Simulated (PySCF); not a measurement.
Li₂.
SMILES: `[Li][Li]`

Computed with PBE0/def2-TZVP geometry optimisation, gas phase (PySCF 2.14.0).

Masses are those of the commonest isotopes; rigid-rotor values at the optimised geometry. 

Problem. What are the moment of inertia and the rotational constant?

Solution. I = 26.346 u·Å², B = 505379 MHz·u·Å²/I = 19182 MHz (0.6399 cm⁻¹, or 0.921 K as hB/k). For two atoms I = μr² with μ = 3.5080 u and r = 2.7405 Å.

Problem. List the first levels of a rigid rotor in a Σ state.

Solution. E(J) = BJ(J+1): J = 1: 1.280, J = 2: 3.839, J = 3: 7.678, J = 4: 12.797, J = 5: 19.196, J = 6: 26.874 cm⁻¹.

Problem. Has it a pure rotational spectrum?

Solution. Not by electric dipole: D∞h allows no dipole (computed 0.00 D). Rotational Raman lines (ΔJ = 2) lie at B(4J + 6), spaced by 4B = 2.559 cm⁻¹, with nuclear-spin weights that differ between even and odd J.

Problem. Estimate the classical rotational partition function at 10 K, 25 K and 298.15 K.

Solution. Point group D∞h, symmetry number σ = 2; q = kT/(σhB), k/h = 20836.6 MHz/K: 5.4 at 10 K, 13.6 at 25 K, 162 at 298.15 K.

Stationary, but not proved a minimum. These are rigid-rotor constants of the computed structure; measured ground-state constants (B0) also hold zero-point vibration.
